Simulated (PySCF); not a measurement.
Two-dimensional NMR puzzle

Compound of formula C$_{3}$H$_{3}$F$_{3}$. Correlations simulated from computed shifts and couplings:

HSQC (one-bond C–H):
| δH | δC | ¹J(C,H) (Hz) |
| --- | --- | --- |
| 2.02 | 13.6 | 137 |

HMBC (two and three bonds, |J| ≥ 2.5 Hz):
| δH | δC [abs. J in Hz] |
| --- | --- |
| 2.02 | 161.9 [5.1], 131.2 [7.2] |

Carbons without hydrogens: δ 161.9, 131.2.

Theoretical values (PySCF 2.14.0 with density-fitted response routines): shieldings: GIAO PBE0/pcSseg-1, geometry from PBE0-D3(BJ)/def2-SVP, spin–spin couplings from B3LYP/pcJ-1. No relativistic terms, a single conformation, rapidly exchanging positions averaged, no solvent.

Shifts are taken against calculated references (same method and geometry level): ¹H (σ = 31.27 ppm) and ¹³C (σ = 184.41 ppm) against TMS.

Exchangeable hydrogens are left out of these lists, and C,H couplings along chains are those of one rotamer, so weak HMBC peaks may be missing or extra.

Problem. Work out the connectivity.

Solution. SMILES CC(F)=C(F)F.

Structure with atom numbers: `[CH3:1][C:2]([F:3])=[C:4]([F:5])[F:6]`. Hydrogens are named by the atom that carries them.

- δC 161.9 is C4, a fully substituted alkene carbon.
- δC 131.2 is C2, a fully substituted alkene carbon.
- δC 13.6 is C1, an allylic methyl carbon (δH 2.02).
- HMBC from δH 2.02 reaches the proton-free carbons C4, C2.

The data come from this structure; uniqueness wasn't tested.

Common functionals overestimate the size of one-bond C–F couplings by tens of Hz; these are unscaled. Shifts are as computed. Against solution values, carbons near 30 ppm lie about +2 ppm off and those near 130 ppm about +5 ppm. Of 1211 compounds with measured shifts, 218 miss one by over three times the rms of a fit or turn the order of signals round; such compounds aren't used in these exercises.
